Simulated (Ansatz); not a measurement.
Process, species as SMILES: B(Cl)(Cl)Cl → Cl[B]Cl + Cl atom
B3LYP-D3(BJ)/def2-TZVP geometries, fixed; electronic energies without zero-point terms.
Largest species:
```xyz
4

B      0.0000     0.0000     0.0000
Cl     0.0051     1.7450    -0.0247
Cl     1.5085    -0.8773    -0.0189
Cl    -1.5136    -0.8677     0.0437
```

Basis-set convergence of the bond dissociation energy at r2SCAN with Ansatz (a quantum-chemistry and plane-wave program). Cartesian d functions, on some or all atoms, in 6-31G**, 6-31+G*, 6-311G**, 6-311+G**; all else is spherical. The program fits the integrals of some runs and decomposes those of others, by size. Open shells are unrestricted. No added dispersion term, no relativity. Functions are those of the species that has most. Reference: the value in pcseg-4, 116.64 kcal/mol, itself unsure by roughly 0.02 kcal/mol (its mean distance from aug-pcseg-3, aug-cc-pV(Q+d)Z, cc-pV(5+d)Z). Deviations are taken from unrounded values.

```csv
basis,functions
STO-3G,32
3-21G,48
6-31G,48
6-31G**,72
6-31+G*,88
6-311G**,99
6-311+G**,115
"6-311++G(2d,2p)",132
"6-311++G(3df,3pd)",180
```

**Question.** Which is the smallest Pople set listed that can be trusted to 2 kcal/mol here, that is, within that of the reference together with its larger relatives (same family, alike in diffuse functions; a set with none to test it counts only in the reference's own line)?

**Answer.** The smallest set listed that lies within 2 kcal/mol of the reference with all its larger relatives (same family, alike in diffuse functions; a set with none counts only in the reference's own line) is 6-31G** (72 functions, 0.48 kcal/mol off). Value minus reference: STO-3G 13.05, 3-21G -5.71, 6-31G -7.62, 6-31G** 0.48, 6-31+G* -0.41, 6-311G** -0.62, 6-311+G** -0.01, 6-311++G(2d,2p) 0.92, 6-311++G(3df,3pd) 1.16 kcal/mol.
